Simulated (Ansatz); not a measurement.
**H4LiNSi: single points off equilibrium**

One table from this session's results is given with a row withheld; the runs are named, their logs left out.

The runs use Ansatz 0.2.0, Gaussian basis; single points in def2-TZVPP.

Cores are frozen in the correlated methods. The outer core shell of Li, Na, Mg and K is correlated.

## Where the work starts

SMILES `[Li][NH][SiH3]`, 7 atoms, charge 0, spin multiplicity 1.

Atoms are counted from 1 here; the program's logs count them from 0.

Bond lengths: Li1–N2 1.746 Å, N2–Si3 1.690 Å, N2–H4 1.010 Å, Si3–H5 1.475 Å, Si3–H6 1.512 Å, Si3–H7 1.457 Å. Angles: Li1–N2–Si3 155.1°, Li1–N2–H4 101.1°, Si3–N2–H4 102.7°, N2–Si3–H5 118.3°, N2–Si3–H6 103.3°, N2–Si3–H7 109.4°, H5–Si3–H6 110.7°, H5–Si3–H7 104.3°, H6–Si3–H7 110.9°.

Geometry (Å):

```xyz
7

Li   -1.9834   -1.5636    0.6995
N    -0.6062   -0.7087    0.0517
Si    0.4846    0.5763   -0.0639
H    -0.1199   -1.4560   -0.4232
H     0.6181    1.2671   -1.3600
H     0.0084    1.5332    1.0049
H     1.8290    0.0979    0.2290
```

The first run:

File run/in.yaml:

```yaml
crystal:
  periodic: [false, false, false]
  atoms:
    - {symbol: Li, position_ang: [-1.983386, -1.563626, 0.699529]}
    - {symbol: N, position_ang: [-0.606207, -0.708708, 0.051665]}
    - {symbol: Si, position_ang: [0.484629, 0.576258, -0.063938]}
    - {symbol: H, position_ang: [-0.119930, -1.455972, -0.423219]}
    - {symbol: H, position_ang: [0.618075, 1.267086, -1.360030]}
    - {symbol: H, position_ang: [0.008386, 1.533161, 1.004937]}
    - {symbol: H, position_ang: [1.829026, 0.097948, 0.228964]}
basis:
  gaussian: {orbitals: def2-TZVPP}
hamiltonian: {xc: pbe, dispersion: d4}
output: {forces: true}
```

The run is started by

```console
> ansatz run in.yaml --threads 2 --pin off --events-out ev --progress --plain --max-ram 3481MiB
```

Steps of the session up to this table: PBE-D4/def2-TZVPP; r2SCAN-D4/def2-TZVPP; PBE0-D4/def2-TZVPP; wB97M-V/def2-TZVPP; CCSD(T)/def2-TZVPP.

One of the session's tables, all rows but one given; the rest of the session is left out.

| method | RMS force component (eV/Å) | angle to CCSD(T) forces (°) | dipole (D) |
| --- | --- | --- | --- |
| PBE-D4 | ? | ? | ? |
| r2SCAN-D4 | 0.425 | 8.4 | 7.16 |
| PBE0-D4 | 0.430 | 11.0 | 7.07 |
| wB97M-V | 0.400 | 6.8 | 7.05 |
| CCSD(T) | 0.410 | reference | 7.14 |

Estimate the missing values for PBE-D4.

As computed: RMS force component (eV/Å): 0.478; angle to CCSD(T) forces (°): 16.4; dipole (D): 6.98. In the column «RMS force component (eV/Å)» it is the highest.
